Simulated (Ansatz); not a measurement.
The cluster B3H6⁻. Total charge -1; triplet. Geometry PBE-D4/def2-TZVP, that of the neutral doublet; atoms count from 1.

```xyz
9

B     0.616   -0.022   -0.577
B    -0.301    0.772    0.669
B    -0.717   -0.735    0.283
H     0.456    0.318   -1.729
H    -1.582   -1.410    0.735
H    -0.782    1.494    1.479
H     0.652    1.325    0.076
H    -0.084   -1.345   -0.608
H     1.742   -0.396   -0.328
```

The highest occupied level of the charge -1 triplet lies above zero (up to 1.83 eV). By energy differences it is unbound by 0.80 eV (vertical, to the charge 0 doublet, at PBE0-D4/def2-TZVPD) and held by the finite basis. At PBE0-D4/def2-TZVPD a singlet of charge -1 lies 1.81 eV below the triplet at the same geometry. The structure comes from a short search, and lower isomers may exist.

Estimate the Mulliken populations from the PBE0/def2-TZVPD orbitals of Ansatz.


| atom | charge (e) | spin (α − β) |
| --- | --- | --- |
| B1 | 0.25 | -0.71 |
| B2 | -0.74 | 1.02 |
| B3 | -0.74 | 1.02 |
| H4 | -0.08 | 0.27 |
| H5 | 0.01 | -0.01 |
| H6 | 0.01 | -0.01 |
| H7 | 0.18 | 0.07 |
| H8 | 0.18 | 0.07 |
| H9 | -0.08 | 0.27 |
Mulliken values and Mayer orders depend strongly on the basis. With diffuse functions, as here, like atoms can get unlike values, and bond orders can come out too low or too high.

Where does the spin sit?

Summed by element: B 1.34, H 0.66, of 2 unpaired in all. Largest on single atoms: B3 1.02, B2 1.02, B1 -0.71.

And the Mayer bond orders between bonded heavy atoms (over 0.3)?

B2–B3 2.03 (1.61 Å).
